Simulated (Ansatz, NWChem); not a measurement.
**Correcting a cheap level on N-containing molecules**

The dipole moment in D of 6 N-containing molecules: x at PBE0/def2-SVP, y as measured (NIST CCCBDB). Shapes, held fixed at every level: PBE0-D4/def2-TZVP. Programs: Ansatz 0.2.0, NWChem 7.3.0. A level may come from different programs for different species; with the same settings they agree closely.

```
                     molecule  x (D)  y (D)
      NOF (nitrosyl fluoride)   1.25   1.81
C2F3N (cyanotrifluoromethane)   1.28   1.33
           CH5N (methylamine)   1.34      ?
  C2H5N (N-methylmethanimine)   1.44   1.53
    HNC (hydrogen isocyanide)   3.15   3.05
      C2H3N (isocyanomethane)   3.90   3.85
```

Task: Fit y = c + s·x to the known rows and predict y for CH5N.

Result: 
1. Means of the 5 rows: x = 2.2040, y = 2.314.
2. Σ(Δx)² = 6.1189, Σ(Δx·Δy) = 5.2903, so the slope is 5.2903/6.1189 = 0.86458.
3. Intercept: 2.314 − (0.86458) × 2.2040 = 0.408. The largest residual of the fit is 0.32.
4. CH5N: 0.408 + 0.86458 × 1.34 = 1.57 D.

The measured value is 1.31 D, so the prediction is off by +0.26 D, within the largest residual. Uncorrected, PBE0/def2-SVP misses CH5N by +0.03 D, and the other rows by 0.17 on average. With references in doubt, neither the misses nor the line can be laid on the level alone. Left out in turn, the other rows are missed by 0.26 D on average, worse than no correction. The tabulated values of NOF, C2F3N are in doubt (older tables, estimates, or at odds with other calculations) and kept here.
